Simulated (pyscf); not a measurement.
H₃Ge–GeH₃ (SMILES [GeH3][GeH3]) + HF (SMILES F) → F–GeH₂–GeH₃ (SMILES [F][GeH2][GeH3]) + H₂ (SMILES [H][H]) (four-centre exchange; singlet surface; Ge–H, F–H broken, F–Ge, H–H formed). Single points on ωB97X-D3(BJ)/def2-SVP structures (PySCF, gas phase). Rate constants from transition-state theory, ωB97M-D3(BJ)/def2-TZVP energies (ideal gas, 1 atm, RRHO with modes under 100 cm⁻¹ raised to 100, one conformer, R ln 2 for chiral ones without a mode under 150 cm⁻¹; no tunnelling), k in cm³ molecule⁻¹ s⁻¹.

```csv
T (K),1000/T,log10 k
298,3.354,-39.24
600,1.667,?
900,1.111,-20.78
1200,0.833,-18.34
```

Q: Fit an Arrhenius line to the three values, give the activation energy, and predict k at 600 K.

A: Least squares gives log10 k = -11.52 − 8.27 × 1000/T, so Ea = 8.27 × ln 10 × 1.987 = 37.8 kcal/mol, against an electronic barrier of 37.4. At 600 K the line gives -25.30; the computed value is -25.47 (ΔG‡ = 53.5 kcal/mol), a factor 1.5 under the line, since the plot is curved. At the saddle there is also a short Ge–H contact that neither side keeps. This is the saddle that the search found; another between the same sides may lie lower. Elements up to Kr have no core potential and no relativistic terms here.
